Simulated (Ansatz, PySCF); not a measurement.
Noncovalent pair: CH5N (SMILES CN) (first 7 atoms) with CH5N (SMILES CN); geometry from S66by8 set.
(charge 0, multiplicity 1):
```xyz
14

N     -1.449     0.219    -0.633
H     -0.621    -0.366    -0.683
H     -2.111    -0.171    -1.291
C     -2.009     0.139     0.714
H     -2.903     0.757     0.776
H     -2.273    -0.868     1.052
H     -1.291     0.547     1.424
N      1.620    -0.712    -0.478
H      1.916    -0.438    -1.405
H      2.244    -1.460    -0.202
C      1.780     0.423     0.436
H      1.510     0.108     1.442
H      2.788     0.845     0.473
H      1.088     1.209     0.144
```

Basis-set superposition error: the interaction energy with monomers in their own basis, and in the dimer's basis (counterpoise).

Run with Ansatz (a program for electronic structure) with Gaussian orbitals; PySCF for 6-31G* rows, M06-2X. Each number belongs to the level named beside it.

```json
[
 {"level": "r2SCAN/def2-TZVPPD", "uncorrected (kJ/mol)": "-15.3", "counterpoise (kJ/mol)": "-14.9", "difference": "0.4"},
 {"level": "B97M-V/def2-TZVPPD", "uncorrected (kJ/mol)": "-17.0", "counterpoise (kJ/mol)": "-16.6", "difference": "0.4"},
 {"level": "B3LYP/6-31G*", "uncorrected (kJ/mol)": "-17.6", "counterpoise (kJ/mol)": "-11.6", "difference": "5.9"},
 {"level": "PBE0/def2-TZVPPD", "uncorrected (kJ/mol)": "-12.9", "counterpoise (kJ/mol)": "-12.6", "difference": "0.4"},
 {"level": "M06-2X/def2-TZVPPD", "uncorrected (kJ/mol)": "-17.1", "counterpoise (kJ/mol)": "-16.7", "difference": "0.4"},
 {"level": "wB97M-V/def2-TZVPPD", "uncorrected (kJ/mol)": "-17.3", "counterpoise (kJ/mol)": "-16.8", "difference": "0.5"},
 {"level": "MP2/6-31G*", "uncorrected (kJ/mol)": "-21.7", "counterpoise (kJ/mol)": "-13.3", "difference": "8.4"},
 {"level": "MP2/aug-cc-pVDZ", "uncorrected (kJ/mol)": "-21.4", "counterpoise (kJ/mol)": "-15.4", "difference": "6.1"},
 {"level": "CCSD/aug-cc-pVDZ", "uncorrected (kJ/mol)": "-18.9", "counterpoise (kJ/mol)": "-13.2", "difference": "5.6"},
 {"level": "CCSD(T)/aug-cc-pVDZ", "uncorrected (kJ/mol)": "-21.0", "counterpoise (kJ/mol)": "-14.9", "difference": "6.1"}
]
```

The error is largest for MP2/6-31G* (8.4 kJ/mol) and smallest for PBE0/def2-TZVPPD (0.4 kJ/mol).
